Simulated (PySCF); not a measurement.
Silylidenephosphane, H3PSi.
Atom-mapped SMILES: `[SiH2:1]=[PH:2]` (hydrogens: H3, H4 on Si1; H5 on P2)

Geometry (PBE0-D3(BJ)/def2-SVP, Å), atoms numbered from 1 in this order:
```
atom  x, y, z in Å
Si1   -0.552   -0.024   -0.129
P2     1.282   -0.945   -0.399
H3    -0.824    1.441   -0.181
H4    -1.785   -0.810    0.150
H5     1.887    0.340   -0.598
```

Computed with EOM-IP-CCSD/aug-cc-pVDZ in PySCF, restricted Hartree–Fock reference, frozen core, non-relativistic, gas phase, PBE0-D3(BJ)/def2-SVP geometry.

Hartree–Fock orbital energies give these Koopmans values (eV): HOMO 8.66, HOMO-1 10.70, HOMO-2 12.69, HOMO-3 14.33, HOMO-4 18.33.

**Question.** What vertical ionisation energies does EOM-IP-CCSD give?

**Answer.** 
```tsv
leading hole (HF orbital)	Koopmans (eV)	EOM-IP-CCSD (eV)	change (eV)	one-hole share
HOMO	8.66	8.97	+0.31	0.96
HOMO-1	10.70	10.24	-0.46	0.94
HOMO-2	12.69	12.01	-0.68	0.94
HOMO-3	14.33	13.33	-1.00	0.92
HOMO-4	18.33	16.36	-1.97	0.71
```

**Question.** Does the order of the lines follow the orbital energies?

**Answer.** Yes, no two lines change places. The corrections run from -1.97 to +0.31 eV, with a mean of -0.76 eV over the 5 lines; EOM-IP-CCSD lies above the Koopmans value for HOMO. Koopmans values leave out both the relaxation of the orbitals and the change in correlation energy.

**Question.** At what kinetic energies would He I light (21.22 eV) eject these electrons?

**Answer.** 12.25 eV (HOMO), 10.98 eV (HOMO-1), 9.21 eV (HOMO-2), 7.89 eV (HOMO-3), 4.86 eV (HOMO-4).

One root was sought for each valence orbital with −ε under 21 eV, eight at most, so deeper holes and satellites are missing; no vibrational structure.
